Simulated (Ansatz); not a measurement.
# Iodine, solid I2 (Cmce): convergence with the k-point mesh

Computed with Ansatz, r²SCAN, scalar-relativistic PAW, on the relaxed cell (a = 7.740 Å, b = 4.625 Å, c = 9.889 Å; spin not included). Errors count from a run at 500 eV on a Γ-centred 8×8×3 mesh with Fermi-Dirac smearing of 0.05 eV, extrapolated to zero width. Fixed here: cutoff 500 eV, Fermi-Dirac width 0.05 eV. The SCF starts from atomic densities corrected by a trained network.

```csv
k-mesh,E(σ→0) error (meV/atom),P (GPa),SCF iterations
2×2×1,-56.3,-0.30,7
2×2×1,-56.3,-0.30,7
3×3×2,-5.3,-0.07,7
4×4×2,1.6,0.01,7
5×5×2,1.3,0.00,7
7×7×3,0.0,-0.02,7
9×9×4,0.0,-0.02,7
12×12×5,0.0,-0.02,7
```

Within 5 meV/atom of the last row: from 4×4×2 on.
